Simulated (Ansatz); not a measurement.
Pulling the pair apart

The pair of NH$_{4}$⁺ (SMILES [NH4+], atoms 1–5) and SiH$_{3}$F (SMILES [SiH3]F, atoms 6–10), both closed shells, in one local arrangement (a lower one may exist), relaxed at PBE0-D4/def2-TZVP:

N1  (0.028, -0.017, -2.116)
H2  (0.539, 0.796, -2.461)
H3  (-0.928, 0.011, -2.473)
H4  (0.015, -0.009, -1.072)
H5  (0.485, -0.867, -2.449)
Si6  (-0.029, 0.018, 2.214)
F7  (-0.006, 0.004, 0.557)
H8  (1.301, 0.513, 2.615)
H9  (-0.277, -1.381, 2.609)
H10  (-1.127, 0.933, 2.577)
(Å)

SiH$_{3}$F is shifted rigidly along the line between the mean atom positions of the two fragments (negative: closer). Counterpoise interaction energies in kcal/mol. Ansatz 0.2.0; basis: def2-TZVPPD; cores frozen in the correlated methods. B3LYP uses VWN-RPA correlation.

| shift (Å) | B3LYP-D4 | PBE-D4 | HF |
| --- | --- | --- | --- |
| -0.16 | -15.58 | -15.24 | -13.19 |
| -0.08 | -16.58 | -16.19 | -14.59 |
| 0.00 | -16.92 | -16.50 | -15.29 |
| 0.08 | -16.80 | -16.38 | -15.50 |
| 0.20 | -16.18 | -15.76 | -15.28 |
| 0.41 | -14.39 | -14.02 | -14.05 |
| 0.81 | -10.85 | -10.60 | -11.14 |
| 1.63 | -6.47 | -6.28 | -7.08 |

At the largest shift the D4 term itself is slightly repulsive (B3LYP-D4 +1.7 meV): a quirk of that model, not of the functional.

Question: What does CCSD(T) give at these shifts? (To be estimated.)

Answer: The calculation gives: -14.51, -15.64, -16.10, -16.10, -15.63, -14.07, -10.82, -6.63 kcal/mol. For zero shift, CCSD(T) at an estimated basis limit (MP2 extrapolated from triple and quadruple zeta, plus CCSD(T) − MP2 in triple zeta) gives -16.66 kcal/mol. These are counterpoise interaction energies, counted from the two frozen fragments.

The T1 diagnostic stays at or below 0.010.

For scale, one of the runs: CCSD(T)/def2-TZVPPD, 244 basis functions, launched by `ansatz run in.yaml --threads 4 --pin off --events-out ev --progress --plain --max-ram 9574MiB`. Time: 59 s of wall clock on 4 CPU threads of an Arm Neoverse V2; the host was shared. Peak host memory: 4.8 GiB.
